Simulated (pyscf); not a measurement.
Optimised with ωB97X-D3(BJ)/def2-SVP in PySCF.

### Question
For the elementary gas-phase step H₂B–AsH₂ + AsH₃ -> H₂B–AsH–AsH₂ + H₂ (singlet surface; As–H, As–H broken, As–As, H–H formed), what barrier and reaction energy does ωB97M-D3(BJ)/def2-TZVP give, measured from the separated reactants?

### Answer
ΔE‡ = 28.4 kcal/mol, ΔE = -7.9 kcal/mol. Zero-point energy shifts the barrier by +0.5 kcal/mol. It is a four-centre exchange, with an imaginary mode of 303i cm⁻¹. On the reactant side the descent ends in an adduct with a As–B contact, 21.7 kcal/mol under the separated species and 47.4 kcal/mol under the saddle at ωB97X-D3(BJ)/def2-TZVP. On the product side the descent ends in an adduct with a As–B contact (not fully relaxed), 0.6 kcal/mol under the separated species and 39.4 kcal/mol under the saddle at ωB97X-D3(BJ)/def2-TZVP. At ωB97X-D3(BJ) the barrier from the zero used here is 25.7 kcal/mol. H₂B–AsH–AsH₂ is closed by a dative As–B contact. One saddle was located; it need not be the lowest between these sides. Elements up to Kr have no core potential and no relativistic terms here.
